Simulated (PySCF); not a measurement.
First SCF of a structure search on singlet OF₂, at a hand-made bent geometry. PySCF input:

```python
from pyscf import gto, scf, dft
mol = gto.M(atom='''
O      0.000000     0.000000     0.000000
F      1.040300     0.000000     0.728400
F     -1.040300     0.000000     0.728400''',
    basis={'O': 'def2-TZVP', 'F': 'def2-TZVP'},
    charge=0, spin=0)
mf = dft.RKS(mol, xc='PBE0')
mf.grids.atom_grid = (50, 194)
aux = {'O': 'def2-universal-JKFIT', 'F': 'def2-universal-JKFIT'}
mf = mf.density_fit(auxbasis=aux)
mf.conv_tol = 1e-08
mf.diis_space = 10
mf.max_cycle = 60
mf.init_guess = 'minao'
mf.verbose = 4
mf.kernel()
```

Excerpt of the output (cycles and frontier levels):

```
init E= -275.119054106234
  HOMO = -0.278612637594158  LUMO = -0.0111952677837146  gap/eV = 7.27680
cycle= 1 E= -274.46134697121  delta_E= 0.658  |g|= 0.498  |ddm|= 1.62
  HOMO = -0.349102081096873  LUMO = -0.0192235935156475  gap/eV = 8.97645
cycle= 2 E= -274.439484432014  delta_E= 0.0219  |g|= 0.623  |ddm|= 0.412
  HOMO = -0.312155372631821  LUMO = 0.0200262263006081  gap/eV = 9.03912
cycle= 3 E= -274.491162126678  delta_E= -0.0517  |g|= 0.143  |ddm|= 0.289
  HOMO = -0.315490827580909  LUMO = 0.0253717258607153  gap/eV = 9.27534
cycle= 4 E= -274.494062039048  delta_E= -0.0029  |g|= 0.0145  |ddm|= 0.0642
  HOMO = -0.318646285053667  LUMO = 0.0222018285640999  gap/eV = 9.27495
cycle= 5 E= -274.494086639103  delta_E= -2.46e-05  |g|= 0.00479  |ddm|= 0.00858
  HOMO = -0.317654434523732  LUMO = 0.0232579492583227  gap/eV = 9.27670
cycle= 6 E= -274.494089993517  delta_E= -3.35e-06  |g|= 0.000348  |ddm|= 0.00301
  HOMO = -0.317685504067853  LUMO = 0.0232273605638582  gap/eV = 9.27671
cycle= 7 E= -274.494090014815  delta_E= -2.13e-08  |g|= 5.41e-05  |ddm|= 0.00023
  HOMO = -0.317681316284336  LUMO = 0.023229918657222  gap/eV = 9.27667
cycle= 8 E= -274.494090015509  delta_E= -6.94e-10  |g|= 7.18e-06  |ddm|= 5.85e-05
  HOMO = -0.317680894604131  LUMO = 0.0232300708572666  gap/eV = 9.27666
Extra cycle  E= -274.494090015519  delta_E= -1.02e-11  |g|= 2.67e-06  |ddm|= 7.44e-06
converged SCF energy = -274.494090015519
```

No lower solution of this spin was found from smeared starts or by a stability analysis within the restricted form, which does not test spin polarisation.

The search for the lowest solution, 3 starts and the stability check together, took 3.7 s on 2 threads of a shared Arm Neoverse V2 host, with 93 basis functions; the process peaked at 0.36 GiB. Launch command: `OMP_NUM_THREADS=2 python axn.py task.json out`.
